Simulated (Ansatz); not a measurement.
Rhombohedral A7 Sb: PBE at its full settings (plane-wave cutoff 520 eV, 16×16×16 k mesh, Fermi–Dirac smearing 0.05 eV, scalar-relativistic PAW data made under PBE) and at cheaper ones, in a cell of 2 atoms with Γ-centred meshes.

```
level and setting                              lattice constant a (Å)  c axis length (Å)  bulk modulus B0 (GPa)
---------------------------------------------  ----------------------  -----------------  ---------------------
PBE (Ansatz)                                                    4.374             11.533                   29.8
PBE (300 eV cutoff) (Ansatz)                                    4.379             11.526                   29.8
PBE (2×2×2 k mesh) (Ansatz)                                     4.847             11.782                   25.1
PBE (4×4×4 k mesh) (Ansatz)                                     4.409             11.485                   34.6
PBE (6×6×6 k mesh) (Ansatz)                                     4.376             11.636                   32.8
PBE (Fermi-Dirac smearing of 0.3 eV) (Ansatz)                   4.373             11.410                   28.3
```

Largest shifts from the full settings: lattice constant a +10.8 % (PBE (2×2×2 k mesh)), against a difference of +1.70 % of the full result from the reference 4.301 Å (measured, 78 K, not corrected to a static lattice; as tabulated in Schiferl, Barrett, J. Appl. Cryst. 2, 30 (1969), COD 9009654); lattice parameter c +2.16 % (PBE (2×2×2 k mesh)), against a difference of +2.68 % of the full result from the reference 11.232 Å (measured, 78 K, no zero-point or thermal correction; as tabulated in Schiferl, Barrett, J. Appl. Cryst. 2, 30 (1969), COD 9009654); bulk modulus +16.1 % (PBE (4×4×4 k mesh)), against a difference of -25 % of the full result from the reference 39.5 GPa (measured, copied from a table, unchecked, extrapolated to 0 K and zero-point effects removed; as tabulated in Lejaeghere et al. (2013), arXiv:1204.2733).

Caveats: the cell comes from a level without a dispersion term, which matters for the spacing of layers, chains or molecules (PBE, PBE (300 eV cutoff), PBE (2×2×2 k mesh), PBE (4×4×4 k mesh), PBE (6×6×6 k mesh), PBE (Fermi-Dirac smearing of 0.3 eV)). Ansatz's density-functional and Hartree–Fock values are scalar-relativistic unless marked +SOC, with PAW data made under PBE.

Run with cheap settings on purpose, which may leave them unconverged: PBE (2×2×2 k mesh), PBE (300 eV cutoff), PBE (4×4×4 k mesh), PBE (6×6×6 k mesh), PBE (Fermi-Dirac smearing of 0.3 eV).

Ansatz is an electronic-structure program.
